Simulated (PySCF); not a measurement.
Gas-phase reaction: N₂ + 6 HCO + O₂ = 2 CH₂NH + 4 CO₂

Energies from PySCF, thermal terms from the rigid-rotor harmonic-oscillator model, ideal gas at 1 bar. † marks an energy on the PBE0/def2-TZVP geometry and frequencies; other levels use their own. CCSD(T) freezes the core. 6-31G* has spherical d functions here. Open shells (unrestricted): HCO (multiplicity 2), O₂ (multiplicity 3); the rest are closed-shell singlets. B3LYP is the form with VWN-RPA correlation. CH₂NH: computed as isolated molecules; such fragments, hydroxides, amides, oligomers or adducts are transient or little studied in the gas. CCSD(T) isn't extrapolated to the basis-set limit; its ΔH°(298 K) is -1601.3 kJ in def2-SVP and -1616.9 kJ in def2-TZVPP. The harmonic model lacks anharmonicity and excited electronic states, which grow with temperature; levels with a mode under 35 cm⁻¹ are left out.

| level | ΔE electronic, kJ | ΔH°(298 K), kJ | ΔS°(298 K), J/K | ΔG°(600 K), kJ |
|---|---|---|---|---|
| B3LYP/6-31G* | -1669 | -1587 | -433 | -1324 |
| BLYP/def2-TZVP† | -1635 | -1551 | -434 | -1288 |
| CCSD(T)/def2-TZVPP† | -1700 | -1617 | -434 | -1353 |
| PBE/def2-TZVP† | -1719 | -1635 | -434 | -1372 |
| PBE0/def2-QZVP† | -1723 | -1639 | -434 | -1376 |
| PBE0/def2-SVP† | -1746 | -1663 | -434 | -1399 |
| PBE0/def2-TZVP | -1720 | -1637 | -434 | -1373 |
| r2SCAN/def2-TZVP† | -1704 | -1621 | -434 | -1357 |
| ωB97M-V/def2-TZVP† | -1718 | -1634 | -434 | -1371 |
ΔH° is lowest at PBE0/def2-SVP† and highest at BLYP/def2-TZVP†. No reference value is set beside these.
